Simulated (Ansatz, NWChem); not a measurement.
# Correcting a cheap level on N-containing molecules

The atomisation enthalpy at 298 K in kJ/mol of 6 N-containing molecules: x at HF/cc-pVTZ, y from tabulated heats of molecules and atoms (Active Thermochemical Tables, NIST-JANAF tables). Shapes, held fixed at every level: PBE0-D4/def2-TZVP. Flexible molecules stand in one conformer, not always the lowest. Computed values hold a harmonic thermal term (PBE0-D4/def2-TZVP) and the atoms' spin-orbit lowering. Programs: NWChem 7.3.0.

| molecule | x (kJ/mol) | y (kJ/mol) |
| --- | --- | --- |
| NF3 (nitrogen trifluoride) | 141 | 843 |
| NClO (nitrosyl chloride) | 174 | 790 |
| C2N2 (bisisocyanide) | 927 | 1766 |
| HOCN (cyanic acid) | 972 | ? |
| N2H4 (hydrazine) | 998 | 1721 |
| CH3N (methanimine) | 1166 | 1755 |

Q: Fit y = c + s·x to the known rows and predict y for HOCN.

A: 
1. Means of the 5 rows: x = 681.20, y = 1375.0.
2. Σ(Δx)² = 944879, Σ(Δx·Δy) = 974043, so the slope is 974043/944879 = 1.0309.
3. Intercept: 1375.0 − (1.0309) × 681.20 = 672.8. The largest residual of the fit is 138.
4. HOCN: 672.8 + 1.0309 × 972 = 1675 kJ/mol.

The tabulated heats give 1671 kJ/mol, so the prediction is off by +4 kJ/mol, within the largest residual. Uncorrected, HF/cc-pVTZ misses HOCN by -699 kJ/mol, and the other rows by 694 on average. The line removes about 100 % of this miss, partly by chance. Hartree–Fock lacks correlation, which doesn't scale simply with the atomisation energy. Left out in turn, the other rows are missed by 120 kJ/mol on average.
